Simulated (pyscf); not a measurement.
# Substitution at N: silyl (SiH₃•) + ammonia (NH₃) → silylamine (H₂N–SiH₃) + H atom (H•)

Gas phase, doublet surface, charge 0. Bonds broken: N5–H7. Bonds formed: Si1–N5. PySCF, gas phase, ωB97X-D3(BJ)/def2-SVP geometries. Correlated levels are frozen-core, on RHF or UHF. ΔMP2 is the change of the MP2 total energy from the triple- to the quadruple-zeta basis.

Transition state (Å):

```xyz
8

Si     0.5698     0.1968    -1.0611
H     -0.1513     0.3358    -2.3718
H      1.8198     1.0012    -1.1471
H      0.8751    -1.2474    -0.8658
N     -0.0651     0.6774     0.6485
H     -0.3149     1.6738     0.6585
H      0.5355     0.5721     1.8227
H     -0.9421     0.1800     0.8454
```

One imaginary mode, 1879i cm⁻¹; descent along it reached the two sides named, in the forms told below.

```json
[
 {"bond": "N5–H7", "change": "breaks", "reactant side (Å)": "1.021", "saddle": "1.323", "product side": "3.1"},
 {"bond": "Si1–N5", "change": "forms", "reactant side (Å)": "2.569", "saddle": "1.886", "product side": "1.734"}
]
```

Electronic energies relative to the separated reactants (eV):

```csv
level,barrier,reaction energy,reverse barrier
ωB97X-D3(BJ)/def2-TZVP,0.98,+0.21,0.77
PBE/def2-TZVP,0.62,+0.43,0.20
r²SCAN/def2-TZVP,0.75,+0.43,0.32
B3LYP-D3(BJ)/def2-TZVP,0.79,+0.41,0.38
PBE0-D3(BJ)/def2-TZVP,0.79,+0.35,0.44
M06-2X/def2-TZVP,0.96,+0.29,0.67
ωB97M-D3(BJ)/def2-TZVP,0.92,+0.27,0.65
HF/def2-TZVP,1.68,+0.19,1.49
MP2/def2-QZVPP,0.96,+0.18,0.78
CCSD/def2-TZVPP,1.15,+0.42,0.73
CCSD(T)/def2-TZVPP,1.04,+0.39,0.65
CCSD(T)/def2-TZVPP + ΔMP2(QZVPP),0.97,+0.36,0.61
```

With CCSD(T)/def2-TZVPP + ΔMP2(QZVPP) energies and thermal terms (ideal gas, 1 atm, RRHO with modes under 100 cm⁻¹ raised to 100, one conformer, R ln 2 for rigid chiral ones), in eV:

```tsv
T (K)	ΔH‡	ΔG‡	ΔH	ΔG
298	0.84	1.26	+0.21	+0.31
600	0.86	1.67	+0.26	+0.39
900	0.90	2.07	+0.33	+0.44
1200	0.95	2.45	+0.39	+0.46
```

On the reactant side the descent ends in a complex, 0.18 eV under the separated species and 1.16 eV under the saddle at ωB97X-D3(BJ)/def2-TZVP. One saddle was located; it need not be the lowest between these sides. The angle at the attacked N is 129°. The CCSD(T) − MP2 part came from Ansatz, without density fitting, on the same reference.
